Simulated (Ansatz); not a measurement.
Frontier orbitals of C₄H₇F, SMILES `C=CC(C)F`.

```xyz
12

C     1.271    1.502    0.215
C     0.243    0.753    0.578
C     0.070   -0.687    0.226
C    -1.176   -0.943   -0.593
F     1.169   -1.142   -0.487
H     2.083    1.091   -0.373
H     1.331    2.546    0.498
H    -0.565    1.174    1.172
H     0.034   -1.281    1.149
H    -1.267   -2.006   -0.820
H    -2.063   -0.628   -0.040
H    -1.132   -0.380   -1.527
```

Charge 0, multiplicity 1. Geometry: relaxed with PBE0-D4/def2-TZVP. It is one conformer, not always the lowest. Basis def2-TZVPP, Ansatz 0.2.0.

Orbital energies of one run (eV). Highest occupied ones, from the top: -6.71, -8.12, -8.46, -9.38, -9.88, -10.01, -10.85, -11.75, -12.39, -13.02, -14.47, -16.56, -19.32, -21.03. Empty: -0.62, 1.35, 2.11, 2.63, 2.74, 3.10.

Problem. Which functional gave them?
A. ωB97M-V
B. CAM-B3LYP
C. r2SCANh
D. r2SCAN

Solution. D. HOMO energies: r2SCAN -6.71, CAM-B3LYP -9.02, ωB97M-V -9.93, r2SCANh -7.14 eV.
